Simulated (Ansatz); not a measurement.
Ansatz (a program for electronic structure) input (B3LYP/6-31G*):

Ansatz 0.2 input:
```yaml
crystal:
  periodic: [false, false, false]
  atoms:
    - {symbol: N, position_ang: [-0.00610123, 0.07109291, 1.42701740]}
    - {symbol: C, position_ang: [0.00615223, 0.05402439, -1.34030082]}
    - {symbol: C, position_ang: [0.00076006, 1.16195706, 0.74096892]}
    - {symbol: C, position_ang: [-0.00727680, -1.10693700, 0.76682068]}
    - {symbol: C, position_ang: [-0.00124128, -1.15067221, -0.62396188]}
    - {symbol: C, position_ang: [0.00731031, 1.26717479, -0.64861390]}
    - {symbol: H, position_ang: [0.01095745, 0.04408350, -2.42805904]}
    - {symbol: H, position_ang: [-0.01311843, -2.01209689, 1.36942817]}
    - {symbol: H, position_ang: [-0.00228592, -2.10639587, -1.13914059]}
    - {symbol: H, position_ang: [0.01292831, 2.22347668, -1.16082826]}
basis:
  gaussian:
    orbitals: 6-31G*
hamiltonian:
  xc: {name: B3LYP}
magnetization: {spin_polarized: true, initial_magnetization: 1}
phonons: {temperatures: {t_min: 298.15, t_max: 298.15, t_step: 100}}
```

Question: Which harmonic wavenumbers does it give?

Answer: 387, 426, 574, 663, 704, 756, 890, 951, 963, 997, 1042, 1084, 1116, 1177, 1279, 1348, 1436, 1515, 1590, 1674, 3183, 3193, 3215, 3223 cm⁻¹ (unscaled; negative means imaginary).
